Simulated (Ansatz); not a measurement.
We consider fcc Ni, described by PBE0-D3(BJ) (PAW; Ansatz, a quantum-chemistry and plane-wave program).

Output (set-up and result lines):

```
WARN output.stress: scf.exx.energy_threshold = 1e-6 eV is looser than the 1e-8 eV advised for a stress under a hybrid functional (1e-8 eV for each atom of the …
Crystal: 1 atoms, lattice volume = 10.602 Å³
Basis set: ecut = 460 eV, 259 PW (Γ), exchange–correlation on 36×36×36 points (8 copies of the dense FFT grid, shifted against one another)
Bands: 14, of which v1, the nominal top of the filled ones, is band 9 counted from 1 (8 counted from 0)
Symmetry: 48 space group operations
Space group: Fm-3m (ITA 225), of the structure as read, at distance tolerance 2.2e-5 Å
k-points: 145 of 4096
Initial density: superposition of atomic densities (chi_scale 0.1, normalization cell)
Functional: x = pbe(κ = 0.804, μ = 0.2195149727645171), c = pbe(β = 0.06672455060314922), warm-up for x = 0.75 pbe(κ = 0.804, μ = 0.2195149727645171) + 0.25 exact, c = pbe(β = 0.06672455060314922)
SCF 1 converged in 17 iterations: F = -5840.238335 eV  dr2 = 3.16e-11
Crystal: 1 atoms, lattice volume = 10.602 Å³
Initial density: handed on by an earlier stage of this run
Functional: x = 0.75 pbe(κ = 0.804, μ = 0.2195149727645171) + 0.25 exact, c = pbe(β = 0.06672455060314922)
SCF 2 converged in 9 iterations: F = -5838.123494 eV  dr2 = 9.26e-12
Crystal: 1 atoms, lattice volume = 10.602 Å³
  ...
SCF 26 converged in 7 iterations: F = -5838.277744 eV  dr2 = 9.11e-11
hybrid outer 25: dexx = +6.589e-5 eV, tail = inf eV, first dr2_mag = 3.74e-5 eV (risen), magnetization grown 1.0035 times (not accepted), Δε = 4.64e-2 eV (about 9.20e0 eV left of the loop's levels)
Crystal: 1 atoms, lattice volume = 10.602 Å³
SCF 27 converged in 7 iterations: F = -5838.277871 eV  dr2 = 1.20e-11
hybrid outer 26: dexx = +6.949e-5 eV, tail = inf eV, magnetization grown 1.0035 times (not accepted), Δε = 4.08e-2 eV (about 5.87e-1 eV left of the loop's levels)
Crystal: 1 atoms, lattice volume = 10.602 Å³
SCF 28 converged in 6 iterations: F = -5838.278033 eV  dr2 = 8.98e-11
hybrid outer 27: dexx = +1.330e-4 eV, tail = inf eV, first dr2_mag = 5.47e-5 eV (risen), magnetization grown 1.0042 times (not accepted), Δε = 4.33e-2 eV (about 6.23e-1 eV left of the loop's levels)
Crystal: 1 atoms, lattice volume = 10.602 Å³
SCF 29 converged in 6 iterations: F = -5838.278342 eV  dr2 = 7.20e-12
hybrid outer 28: dexx = +2.096e-4 eV, tail = inf eV, first dr2_mag = 8.55e-5 eV (risen), magnetization grown 1.0052 times (not accepted), Δε = 6.63e-2 eV (about 1.32e1 eV left of the loop's levels)
Crystal: 1 atoms, lattice volume = 10.602 Å³
SCF 30 converged in 6 iterations: F = -5838.278705 eV  dr2 = 9.25e-11
hybrid outer 29: dexx = +8.797e-5 eV, tail = inf eV, magnetization grown 1.0035 times (not accepted), Δε = 8.47e-2 eV (about 1.22e0 eV left of the loop's levels)
Crystal: 1 atoms, lattice volume = 10.602 Å³
Crystal: 1 atoms, lattice volume = 10.602 Å³
SCF 32 converged in 16 iterations: F = -5838.278900 eV  dr2 = 3.33e-12
hybrid outer 31: dexx = +5.514e-5 eV, tail = 3.13e-6 eV, magnetization grown 1.0027 times (not accepted), Δε = 5.25e-2 eV (about 3.74e-2 eV left of the loop's levels)
Crystal: 1 atoms, lattice volume = 10.602 Å³
SCF 33 converged in 3 iterations: F = -5838.278900 eV  dr2 = 6.26e-11
Magnetization: 0.9264 μB (9.4632 up, 8.5368 down)
Free energy (F): -5838.278900 eV
Internal energy: -5838.277533 eV  (E = F + TS)
E sigma→0 (E₀):  -5838.278217 eV
Fermi energy:    18.806954 eV
--- Stress (GPa, compression-positive) ---
       -4.115558       0.000000      -0.000000
       -0.000000      -4.115558       0.000000
       -0.000000       0.000000      -4.115558
  P = ⅓ Tr σ = -4.1156 GPa (-41.156 kbar)
```

### Question
Write an input file that could have produced this run (the log leaves some choices open).

### Answer
Several could match; the one computed here: 
Ansatz 0.2 input:
```yaml
crystal:
  lattice:
    - [0.0, 1.7436412529, 1.7436412529]
    - [1.7436412529, 0.0, 1.7436412529]
    - [1.7436412529, 1.7436412529, 0.0]
  atoms:
    - { symbol: Ni, position: [0.0, 0.0, 0.0], spin: 0.8 }
basis:
  ecutwfc: 460
  ecutrho_ratio: 4
  xc_grid: 2
kpoints:
  mp_grid: { grid: [16, 16, 16] }
hamiltonian:
  xc: pbe0
  dispersion: d3bj
  pseudopotentials: { kind: paw }
scf:
  occupations: { method: fermi_dirac, width: 0.05 }
  convergence: { dr2_threshold: 0.0000000001 }
output:
  forces: false
  stress: true
  eigenvalues: true
magnetization:
  spin_polarized: true
```

The cell is one volume of an energy–volume scan, off the minimum.

The PAW data were made under PBE.

Note: the run warned that the count of filled bands differs between k points.
